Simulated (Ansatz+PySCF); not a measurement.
Results of a calculation; reference values are marked as such.
## Ansatz (development build ahead of 0.2.0) run

```yaml
crystal:
  periodic: [false, false, false]
  atoms:
    - { symbol: C, position_ang: [0.0, 0.0, 0.10492] }
    - { symbol: H, position_ang: [0.0, 0.96438, -0.32841] }
    - { symbol: H, position_ang: [0.0, -0.96438, -0.32841] }
basis:
  gaussian: { orbitals: cc-pVTZ }
magnetization:
  initial_magnetization: 2
hamiltonian:
  xc: hf
correlation:
  method: ccsd_t
  frozen_orbitals: { C: 1, H: 0 }
```

The input is written out in the form of the current development build from the run's settings. Correlation on restricted open-shell orbitals is semicanonical, with singles.

Output:

```yaml
Converged: yes
Reference_energy: -38.93228 hartree
Correlation_energy: -0.14483 hartree
Total_energy: -39.07711 hartree
Spin_squared_of_the_determinant: 2.000
Stability_test: minimum among restricted orbitals
T1_diagnostic: 0.020
Occupied_orbitals_by_symmetry_in_an_Abelian_subgroup_alpha;_beta: 3 A1 1 B1 1 B2; 2 A1 1 B2
```
